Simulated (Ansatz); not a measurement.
# CH₂SSi: functionals against CCSD(T) at one geometry

The task here is to estimate one member of a computed series from the others.

Method: single points in def2-TZVPP; program: Ansatz 0.2.0, Gaussian basis.

Correlated methods freeze the cores. B3LYP uses VWN-RPA correlation.

## Starting geometry

SMILES `[SiH]#CS`, 5 atoms, charge 0, spin multiplicity 1.

Atoms are counted from 1 here; the program's logs count them from 0.

Bond lengths: Si1–C2 1.813 Å, Si1–H4 1.444 Å, C2–S3 1.780 Å, S3–H5 1.296 Å. Angles: C2–Si1–H4 174.6°, Si1–C2–S3 112.7°, C2–S3–H5 86.2°.

Geometry (Å):

| atom | x (Å) | y (Å) | z (Å) |
| --- | --- | --- | --- |
| Si1 | -1.29140 | -0.03720 | -0.60220 |
| C2 | 0.11930 | 0.57480 | 0.35750 |
| S3 | 1.51370 | -0.53030 | 0.31200 |
| H4 | -2.49500 | -0.46400 | -1.27610 |
| H5 | 2.15010 | 0.38430 | 0.97450 |

The first run:

run/in.yaml

```yaml
crystal:
  periodic: [false, false, false]
  atoms:
    - {symbol: Si, position_ang: [-1.291400, -0.037200, -0.602200]}
    - {symbol: C, position_ang: [0.119300, 0.574800, 0.357500]}
    - {symbol: S, position_ang: [1.513700, -0.530300, 0.312000]}
    - {symbol: H, position_ang: [-2.495000, -0.464000, -1.276100]}
    - {symbol: H, position_ang: [2.150100, 0.384300, 0.974500]}
basis:
  gaussian: {orbitals: def2-TZVPP}
correlation: {method: ccsd_t}
output: {forces: true}
```

No record of the launch command was kept for these runs.

Steps of the session up to this table: CCSD(T)/def2-TZVPP; PBE0-D4/def2-TZVPP; wB97M-V/def2-TZVPP; r2SCAN-D4/def2-TZVPP; PBE-D4/def2-TZVPP; B3LYP-D4/def2-TZVPP; revPBE-D4/def2-TZVPP.

One table of the session follows, with a row left open; its other results are not shown here.

```
   method  RMS force component (eV/Å)  angle to CCSD(T) forces (°)  dipole (D)
  CCSD(T)                       1.447                    reference        1.90
  PBE0-D4                       1.596                          9.0        2.13
  wB97M-V                           ?                            ?           ?
r2SCAN-D4                       1.521                          7.5        1.91
   PBE-D4                       1.487                          8.9        1.77
 B3LYP-D4                       1.521                          5.7        2.06
revPBE-D4                       1.444                          8.9        1.75
```

**Question.** Estimate the row for wB97M-V.

The run gave: RMS force component (eV/Å): 1.645; angle to CCSD(T) forces (°): 8.0; dipole (D): 2.39. In the column «RMS force component (eV/Å)» it is the highest.
